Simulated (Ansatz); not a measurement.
**C₂HF₂N: small, medium and large basis sets**

An exercise on one series of results from a longer session: the logs are not shown, and one member is left open.

Computed with Ansatz 0.2.0, Gaussian basis. Level: one geometry, several basis sets.

The runs, in order: PBE0-D4/def2-SVP; ωB97M-V/def2-SVP; PBE0-D4/def2-QZVPP; ωB97M-V/def2-QZVPP; the functionals' def2-TZVPP values are taken from earlier runs.

### Structure used throughout

The geometry comes from an earlier relaxation with PBE0-D4 in a triple-zeta def2 set; it is a stationary point.

6 atoms, charge 0, spin multiplicity 1.

Atoms are counted from 1 here; the program's logs count them from 0.

Bond lengths: N1–C2 1.147 Å, C2–C3 1.475 Å, C3–F4 1.345 Å, C3–F5 1.345 Å, C3–H6 1.094 Å. Angles: N1–C2–C3 177.4°, C2–C3–F4 109.6°, C2–C3–F5 109.6°, C2–C3–H6 110.7°, F4–C3–F5 108.7°, F4–C3–H6 109.0°, F5–C3–H6 109.0°.

Geometry (Å):

| atom | x (Å) | y (Å) | z (Å) |
| --- | --- | --- | --- |
| N1 | 1.1357 | -1.7404 | 0.6084 |
| C2 | 0.5350 | -0.8218 | 0.2751 |
| C3 | -0.2367 | 0.3810 | -0.0912 |
| F4 | -1.4205 | 0.0163 | -0.6143 |
| F5 | 0.4416 | 1.0903 | -1.0105 |
| H6 | -0.4130 | 1.0105 | 0.7865 |

The first run:

The input, in.yaml:

```yaml
crystal:
  periodic: [false, false, false]
  atoms:
    - {symbol: N, position_ang: [1.135711, -1.740371, 0.608411]}
    - {symbol: C, position_ang: [0.534985, -0.821815, 0.275057]}
    - {symbol: C, position_ang: [-0.236662, 0.381029, -0.091222]}
    - {symbol: F, position_ang: [-1.420481, 0.016319, -0.614350]}
    - {symbol: F, position_ang: [0.441620, 1.090258, -1.010479]}
    - {symbol: H, position_ang: [-0.412974, 1.010480, 0.786481]}
basis:
  gaussian: {orbitals: def2-SVP}
hamiltonian: {xc: pbe0, dispersion: d4}
output: {orbitals: {seedname: orbitals}}
```

Started as:

```
$ ansatz run in.yaml --threads 4 --pin off --events-out ev --progress --plain --max-ram 10444MiB
```

Steps of the session up to this table: PBE0-D4 in def2-SVP; ωB97M-V in def2-SVP; PBE0-D4 in def2-QZVPP; ωB97M-V in def2-QZVPP.

One table of the session follows, with a row left open; its other results are not shown here.

```
functional       basis  HOMO (eV)
   PBE0-D4    def2-SVP     -10.64
   PBE0-D4  def2-TZVPP     -10.70
   PBE0-D4  def2-QZVPP     -10.72
   ωB97M-V    def2-SVP     -12.97
   ωB97M-V  def2-TZVPP          ?
   ωB97M-V  def2-QZVPP     -13.08
```

Estimate the missing values for ωB97M-V, def2-TZVPP.

**Answer.** HOMO (eV): -13.06. In the column «HOMO (eV)» it lies between ωB97M-V, def2-QZVPP (-13.08) and ωB97M-V, def2-SVP (-12.97).
